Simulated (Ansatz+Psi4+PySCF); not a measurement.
**doublet N₂H: levels of theory in one basis**

```yaml
atoms:
  - { symbol: N, position_ang: [0.0846, -0.6429, 0.0000] }
  - { symbol: N, position_ang: [0.0846, 0.4799, 0.0000] }
  - { symbol: H, position_ang: [-1.1839, 1.1414, 0.0000] }
```

Basis set: cc-pVTZ (spherical functions). Left uncorrelated: 2 orbitals. Correlation on ROHF uses semicanonical orbitals with singles. Charge 0, multiplicity 2.

Computed with Ansatz (development build ahead of 0.2.0) and Psi4 1.11; each method stands on the lowest determinant of its kind that the runs found.

```
      method  E − E(ROHF) (eV)  <S²> of the determinant
        ROHF              0.00                     0.75
         UHF             -0.41                     0.90
    ROHF-MP2            -10.83                        –
   ROHF-CCSD            -10.81                        –
    UHF-CCSD            -10.84                     0.90
ROHF-CCSD(T)            -11.37                        –
 UHF-CCSD(T)            -11.36                     0.90
```

(1) What does UHF-MP2 give on the same scale?

## Answers

(1) -10.35 eV.

Caution for UHF, UHF-MP2, UHF-CCSD, UHF-CCSD(T): the unrestricted determinant is spin contaminated. Caution for UHF-MP2, UHF-CCSD, UHF-CCSD(T): large amplitudes, a single reference is doubtful.
